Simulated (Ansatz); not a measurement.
Compare A (`CC(C)(C)CS`) with its isomer B (`CCCSCC`).

Isolated molecules relaxed with PBE0-D4/def2-TZVP in Ansatz; ΔE leaves out vibrations. CCSD(T)/CBS adds triple-zeta CCSD(T) − MP2 to the extrapolated MP2 energy (def2 sets, frozen cores). DFT in def2-TZVPP. B3LYP here is the variant with VWN-RPA as its local correlation; programs differ in this. One conformer a species, not always the lowest.

Which isomer does CCSD(T)/CBS put lower? Give the gap. (An estimate is asked.)

Ansatz gave: A, by 17.5 kJ/mol.

Give E(B) − E(A) in kJ/mol with CCSD/def2-TZVPP, r2SCAN-D4, B3LYP, LDA (SPW92), PBE0-D4, CCSD(T)/def2-TZVPP, B2PLYP. (Best estimate.)

Computed: CCSD/def2-TZVPP 19.3, r2SCAN-D4 13.4, B3LYP 1.9, LDA (SPW92) 20.9, PBE0-D4 11.2, CCSD(T)/def2-TZVPP 21.0, B2PLYP 9.7. None reverses the order clearly.

Largest T1 diagnostic: 0.009.

In def2-TZVPP, CCSD(T) changes the Hartree–Fock value by +17.6 kJ/mol (the triples alone add +1.7 kJ/mol) and MP2 by +19.7 kJ/mol. The D4 term adds +7.8 kJ/mol with B3LYP and +4.2 kJ/mol with PBE0; it sums over pairs of atoms, weighted by their polarisabilities, and B3LYP, whose exchange is more repulsive, gets the larger term.
